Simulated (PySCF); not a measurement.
C₄H₉ (charge +1).
SMILES: `C[C+](C)C`

Computed, not measured: EOM-IP-CCSD/aug-cc-pVDZ in PySCF, restricted Hartree–Fock reference, 4 core orbitals frozen, non-relativistic, gas phase, PBE0-D3(BJ)/def2-SVP geometry.

The vertical ionisation energies are 18.89, 18.89, 19.28, 19.48, 19.50 eV.

Which Hartree–Fock orbital leads each hole, and what is its Koopmans value −ε?

```
leading hole (HF orbital)  Koopmans (eV)  EOM-IP-CCSD (eV)  change (eV)  one-hole share
                     HOMO          19.92             18.89        -1.03            0.96
                   HOMO-1          19.92             18.89        -1.03            0.96
                   HOMO-2          20.15             19.28        -0.87            0.96
                   HOMO-3          20.28             19.48        -0.80            0.96
                   HOMO-4          20.30             19.50        -0.80            0.96
```

Does the order of the lines follow the orbital energies?

Yes, no two lines change places. The corrections run from -1.03 to -0.80 eV, with a mean of -0.91 eV over the 5 lines; no line lies above its Koopmans value.

At what kinetic energies would He I light (21.22 eV) eject these electrons?

2.33 eV (HOMO), 2.33 eV (HOMO-1), 1.94 eV (HOMO-2), 1.74 eV (HOMO-3), 1.72 eV (HOMO-4).

What total energy has the lowest final state, and which wavelength reaches it?

E(CCSD) + ionisation energy = -157.08132 + 0.69414 = -156.38718 Eh, at the geometry of the initial state. The threshold wavelength is 1239.84 eV nm/18.89 eV = 65.6 nm.

Lines less than 0.15 eV apart could change places at a higher level. One root was sought for each valence orbital with −ε under 21 eV, eight at most, so deeper holes and satellites are missing; no vibrational structure.
